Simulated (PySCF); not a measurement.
C₂H₃F₂N.
Cartesian coordinates in Å at the PBE0-D3(BJ)/def2-SVP level; atoms count from 1:
```xyz
8
C2H3F2N angstrom
N      1.2813   -0.1824   -0.8796
C      0.5079   -0.2512    0.1164
C     -0.8702    0.3408    0.0283
F     -1.7871   -0.6249    0.2569
F     -1.0140    1.2774    0.9914
H      2.1822   -0.6251   -0.6739
H      0.7426   -0.7185    1.0921
H     -1.0471    0.7949   -0.9608
```

Method used: MP2 and CCSD/aug-cc-pVDZ in PySCF, restricted Hartree–Fock reference, frozen core, non-relativistic, gas phase, PBE0-D3(BJ)/def2-SVP geometry.

E(HF) = -330.83054 Eh.

Question: How large is the problem?

Answer: 142 basis functions and 40 electrons; 5 orbitals frozen, which leaves o = 15 correlated occupied and v = 122 virtual orbitals. That is o·v = 1830 singles and o·v(o·v + 1)/2 = 1675365 distinct closed-shell doubles amplitudes before symmetry; the costliest CCSD step grows as o²v⁴ = 5.0 × 10^10.

Question: What are the MP2 and CCSD correlation energies?

Answer: MP2 -0.8474 Eh and CCSD -0.8749 Eh, which gives totals of -331.67798 and -331.70547 Eh. That is 0.794 eV for each correlated electron at CCSD (2297 kJ/mol in all, 0.264 % of the total energy); MP2 gives 96.9 % of the CCSD value.

Question: What is the T1 diagnostic?

Answer: 0.0136, below the customary warning level of 0.02. It is the norm of the spatial-orbital singles amplitudes over the root of the number of correlated electrons, so the norm is 0.074.

Question: How does correlation change the dipole moment?

Answer: HF gives 1.90 D and CCSD (unrelaxed density) 1.81 D, a change of -0.09 D.

Connected triples and the basis-set limit are missing.

The job also held the EOM ionisation roots. The run took 3.7 min on one thread, Arm Neoverse V2, on a shared host.

One conformer stands for the species.
